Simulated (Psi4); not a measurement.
**CCSD/def2-TZVPP run of BHO2 (oxoborinic acid)**

Aim: the vertical ionisation energy of BHO2 (oxoborinic acid) at CCSD/def2-TZVPP, from 2 runs. 

The calculation is run with Psi4 1.11.

1 further run of the same task is left out (set aside as unsound or not needed).

**1. The system as given**

BHO2: 4 atoms, total charge 0, spin state singlet. SMILES: `O=BO`. The shape is that of a PBE0-D4/def2-TZVP optimisation.

Bond lengths: O1–B2 1.210 Å, B2–O3 1.322 Å, O3–H4 0.960 Å. Angles: O1–B2–O3 177.5°, B2–O3–H4 117.0°.

**2. The energy at CCSD/def2-TZVPP**

File bho2.xyz:

```xyz
4
BHO2
O     -1.555100     0.523500     0.428500
B     -0.423900     0.132000     0.248600
O      0.816700    -0.302000     0.108600
H      1.162300    -0.353500    -0.785700
```

File run_ase.py:

```python
import numpy as np
from ase.calculators.psi4 import Psi4
from ase.io import read

mol = read('bho2.xyz')
calc = Psi4(atoms=mol, method='ccsd', basis='def2-TZVPP', memory='1600MB', num_threads=1, charge=0, multiplicity=1, label='psi4-calc', reference='rhf')
calc.psi4.set_options({'puream': True, 'e_convergence': 1e-09, 'd_convergence': 1e-08, 'scf_type': 'pk', 'num_frozen_docc': 3})
mol.calc = calc

print(f'energy: {mol.get_potential_energy():.6f} eV')
```

The run is started by

```
$ python run_ase.py
```

psi4-calc.dat (excerpt; [...] marks lines left out):

```text
[...]
  Running in c1 symmetry.
[...]
  Nuclear repulsion =   54.005576575383920
[...]
  Multiplicity = 1
[...]
  Nalpha       = 11
  Nbeta        = 11
[...]
    Number of basis functions: 107
[...]
   @RHF iter   1:  -175.00010630981473   -1.04047e+00   6.17760e-03 ADIIS/DIIS
[...]
   @RHF iter  12:  -175.16092933287078   -6.59384e-12   4.16703e-09 DIIS
[...]
    Orbital Energies [Eh]
    ---------------------
    Doubly Occupied:
       1A    -20.640047     2A    -20.536516     3A     -7.670205
       4A     -1.439953     5A     -1.310195     6A     -0.821938
       7A     -0.662157     8A     -0.625173     9A     -0.608433
      10A     -0.497671    11A     -0.491757
[...]
  @RHF Final Energy:  -175.16092933287078
   => Energetics <=
    Nuclear Repulsion Energy =             54.0055765753839196
    One-Electron Energy =                -347.7249225617329671
    Two-Electron Energy =                 118.5584166534782469
    Total Energy =                       -175.1609293328707793
[...]
 Multipole Moments:
 ------------------------------------------------------------------------------------
     Multipole            Electronic (a.u.)      Nuclear  (a.u.)        Total (a.u.)
 ------------------------------------------------------------------------------------
 L = 1.  Multiply by 2.5417464519 to convert [e a0] to [Debye]
 Dipole X            :         -0.1252687            1.4880401            1.3627714
 Dipole Y            :          0.0350774           -0.4555203           -0.4204429
 Dipole Z            :          0.1217372           -0.9694934           -0.8477562
 Magnitude           :                                                    1.6590988
[...]
      * MP2 total energy                      = -175.718685428502624
[...]
      * CCSD total energy                     = -175.719124253508596
```

The script printed:

```text
energy: -4781.560922 eV
```

Wall time 23 s (1 thread of Intel Xeon 6975P-C (Granite Rapids), shared host); peak memory 1.5 GiB.

**3. The doublet cation at the same level**

File calc.in:

```
memory 1600 MB

molecule m {
  1 2
  O     -1.555100     0.523500     0.428500
  B     -0.423900     0.132000     0.248600
  O      0.816700    -0.302000     0.108600
  H      1.162300    -0.353500    -0.785700
  units angstrom
  symmetry c1
  no_reorient
  no_com
}

set {
  basis           def2-TZVPP
  reference       uhf
  puream          true
  e_convergence   1e-09
  d_convergence   1e-08
  scf_type        pk
  num_frozen_docc 3
  maxiter         100
}

E, wfn = energy("ccsd", return_wfn=True)
print_variables()
```

The run is started by

```
$ psi4 calc.in calc.out -n 1
```

calc.out (excerpt; [...] marks lines left out):

```text
[...]
  Running in c1 symmetry.
[...]
  Nuclear repulsion =   54.005576575383920
[...]
  Multiplicity = 2
[...]
  Nalpha       = 11
  Nbeta        = 10
[...]
    Number of basis functions: 107
[...]
   @UHF iter   1:  -174.62562556096407   -6.65985e-01   3.95210e-03 DIIS/ADIIS
[...]
   @UHF iter  17:  -174.76588531846465   -5.20117e-12   5.52455e-09 DIIS
[...]
   @S^2 Observed:                7.598840403E-01
[...]
    Orbital Energies [Eh]
    ---------------------
    Alpha Occupied:
       1A    -21.000931     2A    -20.923490     3A     -8.050235
       4A     -1.805902     5A     -1.713096     6A     -1.092876
       7A     -1.048634     8A     -1.047607     9A     -0.966488
      10A     -0.903953    11A     -0.876063
    Alpha Virtual:
      12A     -0.148373    13A     -0.103492    14A     -0.101398
      15A     -0.047371    16A      0.007561    17A      0.013548
      18A      0.054654    19A      0.101434    20A      0.227316
      21A      0.237330    22A      0.280651    23A      0.313243
      24A      0.314988    25A      0.377222    26A      0.421273
[...]
  @UHF Final Energy:  -174.76588531846465
   => Energetics <=
    Nuclear Repulsion Energy =             54.0055765753839196
    One-Electron Energy =                -340.0512356148531126
    Two-Electron Energy =                 111.2797737210045170
    Total Energy =                       -174.7658853184646546
  UHF NO Occupations:
  HONO-2 :    9  A 1.9984211
  HONO-1 :   10  A 1.9979392
[...]
 Multipole Moments:
 ------------------------------------------------------------------------------------
     Multipole            Electronic (a.u.)      Nuclear  (a.u.)        Total (a.u.)
 ------------------------------------------------------------------------------------
 L = 1.  Multiply by 2.5417464519 to convert [e a0] to [Debye]
 Dipole X            :         12.6245649          -12.9718360           -0.3472711
 Dipole Y            :         -3.7808137            3.9277958            0.1469821
 Dipole Z            :         -9.2590836            8.9839470           -0.2751366
 Magnitude           :                                                    0.4667988
[...]
      * MP2 total energy                      = -175.249252666152472
[...]
      * CCSD total energy                     = -175.267219256371931
[...]
```

It took 81 s on 1 thread of Intel Xeon 6975P-C (Granite Rapids), shared host; peak memory 1.5 GiB.

**4. What came out**

At CCSD/def2-TZVPP, 3 core orbitals frozen:

```
                                                                  quantity          value
                                                singlet BHO2: total energy  -175.71912 Eh
                         singlet BHO2: HOMO energy (Hartree–Fock orbitals)      -13.38 eV
                         singlet BHO2: LUMO energy (Hartree–Fock orbitals)        2.02 eV
                       singlet BHO2: HOMO–LUMO gap (Hartree–Fock orbitals)       15.40 eV
                 singlet BHO2: correlation energy (3 core orbitals frozen)     -558.2 mEh
                                               singlet BHO2: T1 diagnostic          0.016
                                              doublet cation: total energy  -175.26722 Eh
doublet cation: HOMO energy (Hartree–Fock orbitals) (highest over α and β)      -23.27 eV
 doublet cation: LUMO energy (Hartree–Fock orbitals) (lowest over α and β)       -8.96 eV
               doublet cation: correlation energy (3 core orbitals frozen)     -501.3 mEh
                         doublet cation: ⟨S²⟩ of the reference determinant          0.760
                                             doublet cation: T1 diagnostic          0.046
                        vertical ionisation energy (to the doublet cation)      12.297 eV
```

**Reading.** Removing an electron at fixed nuclei costs 12.30 eV (1186 kJ/mol). The T1 diagnostic (doublet cation) of 0.046 is above the customary mark for such species, so a single reference may not serve.
